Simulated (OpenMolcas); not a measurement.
# One shape, several levels: singlet PO+

Aim: a comparison of 6 runs (HF/STO-3G, B2PLYP/cc-pVTZ, B3LYP/cc-pVTZ, PBE/cc-pVTZ, r2SCAN/cc-pVTZ, MP2/cc-pVTZ) of singlet PO+. 

Program for the calculation: OpenMolcas 26.06.

1 further run of the same task is left out (set aside as unsound or not needed).

**1. The molecule**

PO+: 2 atoms, total charge +1, spin state singlet. As SMILES of the parent species, `O=[P]`. Geometry: relaxed at PBE0-D4/def2-TZVP. That shape belongs to the parent species and isn't relaxed for this state.

Bond lengths: O1–P2 1.474 Å.

**2. The energy at HF/STO-3G (run 1)**

The input, run.input:

```
&GATEWAY
BASLIB = $CurrDir
COORD
2
angstrom
O        0.000000       0.000000      -0.009450
P        0.000000       0.000000       1.464540
BASIS = STO-3G
GROUP = NoSym
&SEWARD
&SCF
CHARGE = 1
THRESHOLDS = 1e-10 1e-07 1e-07 1e-05
PRORBITALS = 0
```

The basis set STO-3G is read from a file made from the Basis Set Exchange's data (not shown).

The run is started by

```console
$ export MOLCAS_MEM=1860
$ pymolcas run.input > run.log
```

What it wrote:

```text
--- Start Module: gateway ---
[...]
--- Stop Module: gateway /rc=_RC_ALL_IS_WELL_ ---
--- Start Module: seward ---
[...]
      Basis functions           14
--- Stop Module: seward /rc=_RC_ALL_IS_WELL_ ---
--- Start Module: scf ---
[...]
       Convergence after  14 Iterations
[...]
::    Total SCF energy                               -410.4958313050
[...]
      Total spin, S                                     0.0000000000
[...]
      Total electronic charge=   22.000000
      Total            charge=    1.000000
[...]
      Dipole Moment (debye):
      Origin of the operator (angstrom)=    0.0000    0.0000    0.9626
                   X=  2.1060E-15               Y= -1.0976E-15               Z=  2.4438E+00           Total=  2.4438E+00
      Center of Charge (angstrom)
[...]
--- Stop Module: scf /rc=_RC_ALL_IS_WELL_ ---
[...]
```

Wall time 1.4 s (1 thread of Arm Neoverse V2, shared host); peak memory 0.37 GiB.

**3. The energy at B2PLYP/cc-pVTZ (run 2)**

The input, test.input:

```
>>> EXPORT MOLCAS_PRINT=2

&gateway
 baslib=$CurrDir
 coord
 2
 angstrom
 O        0.000000       0.000000      -0.009450
 P        0.000000       0.000000       1.464540
 basis=cc-pVTZ
 group=NoSym

&seward
 gridinput
 Grid=UltraFine
 End of Grid

&scf
 charge=1
 ksdft=B2PLYP_SCF
 thresholds=1e-10 1e-07 1e-07 1e-05
 prorbitals=1 2

&mbpt2
 frozen=6
```

The basis set cc-pVTZ is read from a file made from the Basis Set Exchange's data (not shown).

The run is started by

```console
$ export MOLCAS_MEM=1860
$ pymolcas test.input > test.log
```

What it wrote:

```text
--- Start Module: gateway ---
[...]
--- Stop Module: gateway /rc=_RC_ALL_IS_WELL_ ---
[...]
      Basis functions           64
[...]
--- Start Module: scf ---
[...]
       Convergence after  16 Iterations
[...]
::    Total KS-DFT energy                            -415.9867733354
[...]
      Total spin, S                                     0.0000000000
[...]
      Total electronic charge=   22.000000
      Total            charge=    1.000000
[...]
      Dipole Moment (debye):
      Origin of the operator (angstrom)=    0.0000    0.0000    0.9626
                   X=  1.1625E-16               Y= -1.2292E-15               Z=  3.7966E+00           Total=  3.7966E+00
      Center of Charge (angstrom)
[...]
--- Stop Module: scf /rc=_RC_ALL_IS_WELL_ ---
[...]
--- Start Module: mbpt2 ---
[...]
 ###    WARNING: MP2 implementation intended for RHF references only         ###
 ###############################################################################
MBPT2 WARNING: Reference function according to RunFile:KS-DFT
I'll assume you know what you're doing and continue
WARNING!
Default frozen orbitals as non valence orbitals is overwritten by user input.
Default values:   6
[...]
       Reference weight ( Cref**2 )         =        0.79798
::    Total MBPT2 energy                             -416.4610647745
[...]
      Total MBPT2 calculations                           0.05      0.05
--- Stop Module: mbpt2 /rc=_RC_ALL_IS_WELL_ ---
[...]
```

It took 6.9 s on 1 thread of Arm Neoverse V2, shared host; peak memory 0.4 GiB.

Runs 3 to 5 aren't shown in full; the table further down has their settings and results.

**4. A single-point energy at MP2/cc-pVTZ (run 6)**

The input, mol.input:

```
>>> EXPORT MOLCAS_PRINT=2

&GATEWAY
  BasLib = $CurrDir
  Coord
  2
  angstrom
  O        0.000000       0.000000      -0.009450
  P        0.000000       0.000000       1.464540
  Basis = cc-pVTZ
  Group = NoSym

&SEWARD

&SCF
  Charge = 1
  Thresholds = 1e-10 1e-07 1e-07 1e-05
  PrOrbitals = 1 1

&MBPT2
  Frozen = 6
```

The basis set cc-pVTZ is read from a file made from the Basis Set Exchange's data (not shown).

The run is started by

```console
$ export MOLCAS_MEM=1860
$ pymolcas mol.input > mol.log
```

What it wrote:

```text
--- Start Module: gateway ---
[...]
--- Stop Module: gateway /rc=_RC_ALL_IS_WELL_ ---
[...]
      Basis functions           64
[...]
--- Start Module: scf ---
[...]
       Convergence after  15 Iterations
[...]
::    Total SCF energy                               -415.3113493917
[...]
      Total spin, S                                     0.0000000000
[...]
      Total electronic charge=   22.000000
      Total            charge=    1.000000
[...]
      Dipole Moment (debye):
      Origin of the operator (angstrom)=    0.0000    0.0000    0.9626
                   X= -1.9498E-15               Y=  3.8776E-16               Z=  4.1924E+00           Total=  4.1924E+00
      Center of Charge (angstrom)
[...]
--- Stop Module: scf /rc=_RC_ALL_IS_WELL_ ---
--- Start Module: mbpt2 ---
[...]
WARNING!
Default frozen orbitals as non valence orbitals is overwritten by user input.
Default values:   6
[...]
       Reference weight ( Cref**2 )         =        0.87947
::    Total MBPT2 energy                             -415.6806719796
[...]
      Total MBPT2 calculations                           0.05      0.05
--- Stop Module: mbpt2 /rc=_RC_ALL_IS_WELL_ ---
[...]
```

Wall time 2.2 s (1 thread of Arm Neoverse V2, shared host); peak memory 0.4 GiB.

**5. All runs side by side**

| run | level | frozen core orbitals | integration grid | energy (Eh) | HOMO energy (eV) | LUMO energy (eV) | HOMO–LUMO gap (eV) | wall time |
| --- | --- | --- | --- | --- | --- | --- | --- | --- |
| 1 | HF/STO-3G | – | – | -410.495831 | -21.02 | -4.85 | 16.17 | 1.4 s |
| 2 | B2PLYP/cc-pVTZ | 6 | UltraFine | -416.114832 | -20.75 | -10.05 | 10.70 | 6.9 s |
| 3 | B3LYP/cc-pVTZ | – | UltraFine | -416.285884 | -19.24 | -11.72 | 7.52 | 7.8 s |
| 4 | PBE/cc-pVTZ | – | UltraFine | -416.041888 | -17.89 | -12.46 | 5.42 | 7.5 s |
| 5 | r2SCAN/cc-pVTZ | – | UltraFine | -416.203275 | -18.27 | -12.37 | 5.90 | 10 s |
| 6 | MP2/cc-pVTZ | 6 | – | -415.680672 | -22.89 | -7.67 | 15.22 | 2.2 s |

**6. Outcome**

| quantity | value |
| --- | --- |
| run 6: total energy | -415.68067 Eh |
| run 6: HOMO energy (Hartree–Fock orbitals) | -22.89 eV |
| run 6: LUMO energy (Hartree–Fock orbitals) | -7.67 eV |
| run 6: HOMO–LUMO gap (Hartree–Fock orbitals) | 15.22 eV |
| run 6: correlation energy (6 core orbitals frozen) | -369.3 mEh |

Over runs 1, 2, 3, 4, 5 the HOMO–LUMO gap runs from 5.42 eV (PBE/cc-pVTZ) to 16.17 eV (HF/STO-3G). The two ends differ in method and basis. For B2PLYP the log adds the whole second-order term; the table takes 0.27 of it, as the functional is defined. Totals of different functionals can't be ranked against each other. In run 1 the basis is minimal, so the values are rough. All runs together took 36 s, the longest 10 s.
